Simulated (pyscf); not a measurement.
# Four-centre exchange: SiH₃⁺ (SMILES [SiH3+]) + HF (SMILES F) -> F–SiH₂⁺ (SMILES F[SiH2+]) + H₂ (SMILES [H][H])

Gas phase, singlet surface, charge 1. Bonds broken: Si1–H2, F5–H6. Bonds formed: Si1–F5, H2–H6. Structures and frequencies: ωB97X-D3(BJ)/def2-SVP in PySCF.

Transition state (Å):

```xyz
6

Si    -1.2813    -0.4513    -0.1875
H     -0.7959     0.2191     1.1901
H     -0.5312    -1.6869    -0.4356
H     -2.7266    -0.2651    -0.3528
F     -0.4050     0.9355    -0.7721
H     -0.3890     0.8897     0.4528
```

One imaginary mode, 1479i cm⁻¹; descent along it reached the two sides named, in the forms told below.

| bond | change | reactant side (Å) | saddle | product side |
|---|---|---|---|---|
| Si1–H2 | breaks | 1.474 | 1.607 | 1.998 |
| F5–H6 | breaks | 0.948 | 1.226 | 2.377 |
| Si1–F5 | forms | 1.921 | 1.741 | 1.581 |
| H2–H6 | forms | 2.8 | 1.077 | 0.780 |

Electronic energies relative to the separated reactants (eV):

| level | barrier | reaction energy | reverse barrier |
|---|---|---|---|
| ωB97X-D3(BJ)/def2-TZVP | -0.20 | -1.05 | 0.85 |
| PBE/def2-TZVP | -0.48 | -1.09 | 0.61 |
| r²SCAN/def2-TZVP | -0.48 | -1.18 | 0.70 |
| B3LYP-D3(BJ)/def2-TZVP | -0.21 | -1.08 | 0.88 |
| PBE0-D3(BJ)/def2-TZVP | -0.32 | -0.99 | 0.67 |
| M06-2X/def2-TZVP | -0.17 | -1.09 | 0.92 |
| ωB97M-D3(BJ)/def2-TZVP | -0.20 | -1.07 | 0.87 |
| HF/def2-TZVP | 0.56 | -0.90 | 1.45 |

With ωB97M-D3(BJ)/def2-TZVP energies and thermal terms (ideal gas, 1 atm, RRHO with modes under 100 cm⁻¹ raised to 100, one conformer, R ln 2 for chiral ones without a mode under 150 cm⁻¹), in eV:

```csv
T (K),ΔH‡,ΔG‡,ΔH,ΔG
298,-0.21,0.18,-1.15,-1.12
600,-0.25,0.59,-1.14,-1.10
900,-0.25,1.01,-1.12,-1.08
1200,-0.23,1.43,-1.11,-1.07
```

On the reactant side the descent ends in an adduct with a F–Si contact, 1.43 eV under the separated species and 1.24 eV under the saddle at ωB97X-D3(BJ)/def2-TZVP. On the product side the descent ends in a bound adduct, 0.59 eV under the separated species and 1.43 eV under the saddle at ωB97X-D3(BJ)/def2-TZVP. At ωB97X-D3(BJ)/def2-TZVP, PBE, r²SCAN, B3LYP-D3(BJ), PBE0-D3(BJ), M06-2X, ωB97M-D3(BJ) the saddle lies under the separated reactants, which points to a path from their complex (located at ωB97X-D3(BJ) alone). What is counted as formed (F–Si) is already present as a longer contact in the reactant adduct; forming that adduct is a step of its own. One saddle was located; it need not be the lowest between these sides.
